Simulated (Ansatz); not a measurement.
```yaml
crystal:
  periodic: [false, false, false]
  atoms:
    - {symbol: Al, position_ang: [0.017997, 0.000617, -0.635144]}
    - {symbol: Cl, position_ang: [-0.018757, 1.852514, 0.243150]}
    - {symbol: Cl, position_ang: [0.005060, -1.852984, 0.240227]}
basis:
  gaussian: {orbitals: def2-TZVP}
magnetization: {spin_polarized: true, initial_magnetization: 1}
hamiltonian: {xc: pbe0}
relax: {f_tol: 0.004, max_steps: 80}
```

```sh
$ ansatz run in.yaml --threads 1 --pin off --events-out ev --progress --plain --max-ram 2176MiB
```

Steps of the relaxation (energy above the last step; positions in Å, forces in eV/Å):

```
3
step 1, 90.2 meV
Al    0.018    0.001   -0.635    0.034    0.001   -1.209
Cl   -0.019    1.853    0.243   -0.022    0.732    0.605
Cl    0.005   -1.853    0.240   -0.012   -0.733    0.604
```

```
3
step 2, 1.4 meV
Al    0.021    0.001   -0.746    0.000    0.000    0.001
Cl   -0.020    1.829    0.299    0.001   -0.077   -0.001
Cl    0.003   -1.830    0.296    0.000    0.077   -0.001
```

```
3
step 3, 0.1 meV
Al    0.022    0.001   -0.766   -0.001    0.000    0.028
Cl   -0.020    1.809    0.308    0.000   -0.008   -0.014
Cl    0.003   -1.809    0.306    0.000    0.008   -0.014
```

```
3
step 4, 0.0 meV
Al    0.022    0.001   -0.762    0.000    0.000    0.003
Cl   -0.020    1.811    0.307    0.000   -0.003   -0.002
Cl    0.003   -1.812    0.304    0.000    0.003   -0.002
```

Close pairs at the end: Al1–Cl2 2.103 Å, Al1–Cl3 2.103 Å.

A stationary point of unrestricted PBE0 after 4 steps, with ⟨S²⟩ = 0.752 against 0.75 for a pure state; no frequencies were run, so it isn't proven a minimum. 16 s on 1 thread of Intel Xeon Platinum 8375C, shared host.
